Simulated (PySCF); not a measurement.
# CCSD(T)/STO-3G run of S2F2 (Thio-thionyl fluoride)

What is the vertical ionisation energy of S2F2 (Thio-thionyl fluoride) at CCSD(T)/STO-3G? Input form: a Python script.

The results are computed with PySCF 2.14.0.

8 further runs of the same task are left out: 8 set aside as unsound or not needed.

### Step 1. The molecule

The species is S2F2 (4 atoms), meant as a singlet with charge 0. As SMILES, `FS(F)=S`. The coordinates come from a GFN2-xTB relaxation.

Bond lengths: F1–S2 1.681 Å, S2–F3 1.682 Å, S2–S4 1.873 Å. Angles: F1–S2–F3 90.0°, F1–S2–S4 108.4°, F3–S2–S4 108.4°.

### Step 2. The energy at CCSD(T)/STO-3G

Input file run.py:

```python
from pyscf import gto, cc

molecule = gto.M(
    atom='F 0.766610 0.341640 1.237090; S -0.514710 -0.073220 0.231030; F 0.333030 -1.428520 -0.291570; S -0.584940 1.160090 -1.176550',
    max_memory=1860,
    verbose=3,
    spin=0,
    charge=0,
    basis='sto-3g',
)

myscf = molecule.RHF()
myscf.conv_tol = 1e-10
myscf.kernel()
if not myscf.converged:
    myscf = myscf.newton().run(myscf.mo_coeff, myscf.mo_occ)

mycc = cc.CCSD(myscf, frozen=12)
mycc.kernel()
e_t = mycc.ccsd_t()
etot = mycc.e_tot + e_t
print('E = %.10f Eh' % etot)
```

The run is started by

```bash
OMP_NUM_THREADS=1 python run.py
```

Output:

```text
converged SCF energy = -982.243348556635
E(CCSD) = -982.375680635184  E_corr = -0.1323320785487979
CCSD(T) correction = -0.00716212739828931
E = -982.3828427626 Eh
```

Wall time 0.86 s (1 thread of Arm Neoverse V1, shared host); peak memory 0.12 GiB.

### Step 3. The doublet cation

Input file run.py:

```python
from pyscf import gto, scf, cc

mol = gto.Mole()
mol.atom = '''
F    0.766610   0.341640   1.237090
S   -0.514710  -0.073220   0.231030
F    0.333030  -1.428520  -0.291570
S   -0.584940   1.160090  -1.176550
'''
mol.spin = 1
mol.charge = 1
mol.verbose = 3
mol.max_memory = 1860
mol.basis = 'sto-3g'
mol.build()

myscf = scf.UHF(mol)
myscf.conv_tol = 1e-10
myscf.kernel()
if not myscf.converged:
    myscf = myscf.newton().run(myscf.mo_coeff, myscf.mo_occ)

mycc = cc.CCSD(myscf, frozen=12)
mycc.kernel()
e_t = mycc.ccsd_t()
e_tot = mycc.e_tot + e_t
print('E(%s) = %.9f' % ('CCSD(T)', e_tot))
```

The run is started by

```bash
OMP_NUM_THREADS=1 python run.py
```

Output:

```text
converged SCF energy = -982.070297330466  <S^2> = 0.8177098  2S+1 = 2.0666009
E(UCCSD) = -982.2017515718931  E_corr = -0.1314542414273057
UCCSD(T) correction = -0.00424386663365242
E(CCSD(T)) = -982.205995439
```

Wall time 1.1 s (1 thread of Arm Neoverse V1, shared host); peak memory 0.1 GiB.

### Step 4. Outcome

Level: CCSD(T)/STO-3G, 12 core orbitals frozen.

| quantity | value |
| --- | --- |
| singlet S2F2: total energy | -982.38284 Eh |
| singlet S2F2: dipole moment (Hartree–Fock density) | 2.22 D |
| singlet S2F2: HOMO energy (Hartree–Fock orbitals) | -5.78 eV |
| singlet S2F2: LUMO energy (Hartree–Fock orbitals) | 6.63 eV |
| singlet S2F2: HOMO–LUMO gap (Hartree–Fock orbitals) | 12.41 eV |
| singlet S2F2: correlation energy (12 core orbitals frozen) | -139.5 mEh |
| singlet S2F2: (T) correction | -7.16 mEh |
| singlet S2F2: T1 diagnostic | 0.021 |
| doublet cation: total energy | -982.20600 Eh |
| doublet cation: HOMO energy (Hartree–Fock orbitals) (highest over α and β) | -15.64 eV |
| doublet cation: LUMO energy (Hartree–Fock orbitals) (lowest over α and β) | -3.71 eV |
| doublet cation: correlation energy (12 core orbitals frozen) | -135.7 mEh |
| doublet cation: (T) correction | -4.24 mEh |
| doublet cation: ⟨S²⟩ of the reference determinant | 0.818 |
| doublet cation: T1 diagnostic | 0.024 |
| vertical ionisation energy (to the doublet cation) | 4.812 eV |

Removing an electron at fixed nuclei costs 4.81 eV (464 kJ/mol). In a minimal basis such a difference can be off by several eV, whatever the method. The T1 diagnostic (singlet S2F2) of 0.021 is above the customary mark for such species, so a single reference may not serve. Mulliken charges (singlet S2F2) of the mean-field density run from -0.26 on S4 to +0.60 on S2; they depend strongly on the basis. The triples (singlet S2F2) make up 5.1 % of the correlation energy. Mulliken charges (doublet cation) of the mean-field density run from -0.02 on F1 to +0.70 on S2.
